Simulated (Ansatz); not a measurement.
**AlSiH (triplet): the correlation ladder at distance Si1–Al2 = 4.433 Å, 6-31G**

Aim: climb from Hartree-Fock through coupled cluster and multireference methods for AlSiH (triplet) at one geometry and basis, and see what each rung misses.

Method: 6-31G, core rule «outside noble gas», up to 10 orbitals frozen; program: Ansatz 0.2.0, Gaussian basis.

Plan: UHF; CCSD(T) on ROHF; CCSD(T) on UHF; BCCD(T) on ROHF; CISD; CCSDT(Q) on ROHF; CCSDT(Q) on UHF; CCSDTQ on ROHF; CCSDTQ on UHF; CASSCF and MRCISD+Q, 4 electrons in 4 orbitals; CASSCF and NEVPT2, 4 electrons in 4 orbitals; CASSCF and MRCISD+Q, 8 electrons in 9 orbitals; CASSCF and MRCISD+Q(relaxed), 8 electrons in 9 orbitals; CASSCF and NEVPT2, 8 electrons in 9 orbitals; Full CI.

31 further runs of the same task are left out: 2 for a mislabelled method, 23 that didn't finish, 6 set aside as unsound or not needed.

## 1. The geometry

The geometry derives from a PBE0/def2-TZVP stationary point (not a proven minimum). One bond is set to the value named and the two fragments are kept rigid.

3 atoms, charge 0, spin multiplicity 3.

Atoms are counted from 1 here; the program's logs count them from 0.

Bond lengths: Si1–H3 1.598 Å.

As a file:

```
Si    0.0000   -0.4662    1.7609
Al    0.0000   -0.4213   -2.6719
H     0.0000    0.8875    0.9109
```

## 2. UHF

Contents of in.yaml:

```yaml
crystal:
  periodic: [false, false, false]
  atoms:
    - {symbol: Si, position_ang: [0.000000, -0.466168, 1.760918]}
    - {symbol: Al, position_ang: [0.000000, -0.421348, -2.671855]}
    - {symbol: H, position_ang: [0.000000, 0.887516, 0.910937]}
basis:
  gaussian: {orbitals: 6-31G}
magnetization: {spin_polarized: true, initial_magnetization: 2}
hamiltonian: {xc: hf}
output: {orbitals: {seedname: orbitals}}
```

Run with:

```
$ ansatz run in.yaml --threads 1 --pin off --events-out ev --progress --plain --max-ram 2393MiB
```

The runs that follow: CCSD(T) on ROHF; CCSD(T) on UHF; BCCD(T) on ROHF; CISD; CCSDT(Q) on ROHF; CCSDT(Q) on UHF; CCSDTQ on ROHF; CCSDTQ on UHF; CASSCF and MRCISD+Q, 4 electrons in 4 orbitals; CASSCF and NEVPT2, 4 electrons in 4 orbitals; CASSCF and MRCISD+Q, 8 electrons in 9 orbitals; CASSCF and MRCISD+Q(relaxed), 8 electrons in 9 orbitals; CASSCF and NEVPT2, 8 electrons in 9 orbitals; Full CI.

Before running them: what should the planned runs give, taken together? Wanted: FCI below the RHF energy; RMP2 from FCI; UMP2 from FCI; RCCSD from FCI; RCCSD(T) from FCI; UCCSD(T) from FCI; RCCSDT(Q) from FCI; UCCSDT(Q) from FCI; NEVPT2 pair from FCI.

The runs gave:

```
                         quantity                                                                  value
         FCI below the RHF energy                                                             -2.2276 eV
                    RMP2 from FCI                                                        +19.82 kcal/mol
                    UMP2 from FCI                                                        +19.69 kcal/mol
                   RCCSD from FCI                                                         +1.58 kcal/mol
                RCCSD(T) from FCI                                                         +1.03 kcal/mol
                UCCSD(T) from FCI                                                         +1.02 kcal/mol
               RCCSDT(Q) from FCI                                                         +0.05 kcal/mol
               UCCSDT(Q) from FCI                                                         +0.05 kcal/mol
             NEVPT2 pair from FCI                                                        +17.00 kcal/mol
           MRCISD+Q pair from FCI                                                         +0.13 kcal/mol
levels within 1 kcal/mol (43 meV)  RCCSDT, UCCSDT, RCCSDT(Q), UCCSDT(Q), RCCSDTQ, UCCSDTQ, MRCISD+Q pair
                    T1 diagnostic                                                                  0.038
   effectively unpaired electrons                                                                   2.19
```

**Reading.** RCCSD(T) lands +1.03 kcal/mol from the yardstick (2.0 % of the correlation energy). One determinant dominates. Of the multireference levels listed MRCISD+Q pair comes nearest in total energy (+0.13 kcal/mol), which doesn't show that its space is the better one. These misses are within one basis, not against nature; the frozen cores of restricted and unrestricted runs differ, which can shift their rows.
